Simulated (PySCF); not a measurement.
Species: prismane, C6H6.
Bonds: C1–C2, C2–C3, C3–C4, C4–C5, C5–C6, C1–C3, C4–C6, C1–C5, C2–C6. Hydrogens: H7 on C1; H8 on C2; H9 on C3; H10 on C4; H11 on C5; H12 on C6.

All values: CAM-B3LYP/def2-SVPD (PySCF, non-relativistic), on one gas-phase PBE0-D3(BJ)/def2-SVP geometry that isn't relaxed in the solvent. The solvent is an IEF-PCM continuum (van der Waals radii × 1.2), and excitations are vertical TDDFT with non-equilibrium linear response and a frozen core. The model holds no explicit solvent molecules, cavitation or dispersion.

```csv
run,E − E(gas) (kJ/mol),HOMO (eV),HOMO–LUMO gap (eV),dipole (D),lowest singlet (eV),static polarisability (au)
gas,0.00,-7.97,9.69,0.00,6.72,56.5
P,-2.57,-7.95,9.72,0.00,6.74,63.5
Q,-4.75,-7.95,9.74,0.00,6.76,70.0
```

Problem. The runs were made in chloroform and cyclohexane. Which run belongs to which solvent?

Solution. P = cyclohexane, Q = chloroform. The dielectric constants are 2.017 (cyclohexane), 4.711 (chloroform), and the energy falls further as ε rises. The optical constants n² used for the excitations are 2.04, 2.09 in the same order. In this model the ground state sees the solvent through ε alone.

Problem. How constant is the ratio of the lowering to (ε − 1)/(2ε + 1)?

Solution. 
| solvent | (ε − 1)/(2ε + 1) | E − E(gas) (kJ/mol) | ratio (kJ/mol) | polarisation term (kJ/mol) |
| --- | --- | --- | --- | --- |
| cyclohexane | 0.202 | -2.57 | -12.7 | -2.62 |
| chloroform | 0.356 | -4.75 | -13.3 | -4.98 |

The ratio changes by +4.8 % in size from cyclohexane to chloroform. The polarisation term is half the interaction of the solute with the induced surface charges.
